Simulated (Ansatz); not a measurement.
# CH₄BS radical (SMILES C[B]S): one structure at several levels

An exercise on one series of results from a longer session: the logs are not shown, and one member is left open.

Computed with Ansatz 0.2.0, Gaussian basis. Level: single points in def2-TZVPP.

Correlated methods freeze the cores. Orbitals are unrestricted.

## The system as given

SMILES `C[B]S`, 7 atoms, charge 0, spin multiplicity 2.

Atoms are counted from 1 here; the program's logs count them from 0.

Bond lengths: C1–B2 1.569 Å, C1–H4 1.156 Å, C1–H5 1.112 Å, C1–H6 1.048 Å, B2–S3 1.782 Å, S3–H7 1.307 Å. Angles: B2–C1–H4 107.5°, B2–C1–H5 109.8°, B2–C1–H6 115.9°, H4–C1–H5 104.9°, H4–C1–H6 108.3°, H5–C1–H6 109.8°, C1–B2–S3 127.0°, B2–S3–H7 104.7°.

Coordinates:

```
C    -0.9298    0.4521   -0.0899
B     0.3265   -0.2124    0.5742
S     1.7544   -0.8768   -0.2606
H    -1.3735   -0.3117   -0.8359
H    -0.6136    1.3133   -0.7175
H    -1.6904    0.7510    0.5655
H     2.5484   -1.2674    0.7013
```

The first run:

File run/in.yaml:

```yaml
crystal:
  periodic: [false, false, false]
  atoms:
    - {symbol: C, position_ang: [-0.929800, 0.452100, -0.089900]}
    - {symbol: B, position_ang: [0.326500, -0.212400, 0.574200]}
    - {symbol: S, position_ang: [1.754400, -0.876800, -0.260600]}
    - {symbol: H, position_ang: [-1.373500, -0.311700, -0.835900]}
    - {symbol: H, position_ang: [-0.613600, 1.313300, -0.717500]}
    - {symbol: H, position_ang: [-1.690400, 0.751000, 0.565500]}
    - {symbol: H, position_ang: [2.548400, -1.267400, 0.701300]}
basis:
  gaussian: {orbitals: def2-TZVPP}
magnetization: {spin_polarized: true, initial_magnetization: 1}
correlation: {method: ccsd_t}
scf: {omitted_lower_state_checks: [cluster_reference]}
output: {forces: true}
```

No record of the launch command was kept for these runs.

Among the steps run: CCSD(T)/def2-TZVPP; PBE0-D4/def2-TZVPP; wB97M-V/def2-TZVPP; r2SCAN-D4/def2-TZVPP; PBE-D4/def2-TZVPP; SPW92/def2-TZVPP; LC-wPBE/def2-TZVPP.

One table of the session follows, with a row left open; its other results are not shown here.

| method | RMS force component (eV/Å) | angle to CCSD(T) forces (°) | dipole (D) |
| --- | --- | --- | --- |
| CCSD(T) | 0.891 | reference | 0.13 |
| PBE0-D4 | 0.920 | 7.7 | 0.23 |
| wB97M-V | 0.892 | 7.0 | 0.22 |
| r2SCAN-D4 | 0.910 | 7.8 | 0.24 |
| PBE-D4 | ? | ? | ? |
| SPW92 | 1.000 | 20.0 | 0.30 |
| LC-wPBE | 0.927 | 8.2 | 0.25 |

**Question.** Estimate the row for PBE-D4.

As computed: RMS force component (eV/Å): 0.941; angle to CCSD(T) forces (°): 12.2; dipole (D): 0.24. In the column «RMS force component (eV/Å)» it lies between LC-wPBE (0.927) and SPW92 (1.000).
